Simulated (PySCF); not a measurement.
H2O2, SMILES OO (connectivity only; charge and spin as stated), charge +1, multiplicity 2. Geometry: ωB97X-D3(BJ)/def2-TZVP. The spin state was assumed, not searched.

Calculation: ωB97X-D3(BJ)/def2-TZVP in PySCF.

Harmonic wavenumbers (cm⁻¹): 878, 1327, 1334, 1604, 3461, 3483. Rotational constants (GHz): 307.9, 33.07, 29.87; symmetry number 2.

Work out the zero-point energy and the ideal-gas rigid-rotor harmonic-oscillator thermochemistry at 298.15 K and 1 atm.

ZPE = ½ Σ hcν = ½ × 12088 cm⁻¹ = 17.28 kcal/mol. H − E(el) = 19.70 kcal/mol. Entropy in cal/(mol K): translation 36.50, rotation 16.23, vibration 0.21, spin 1.38, total 54.32. G − E(el) = 3.51 kcal/mol. Cp = 8.80 cal/(mol K).
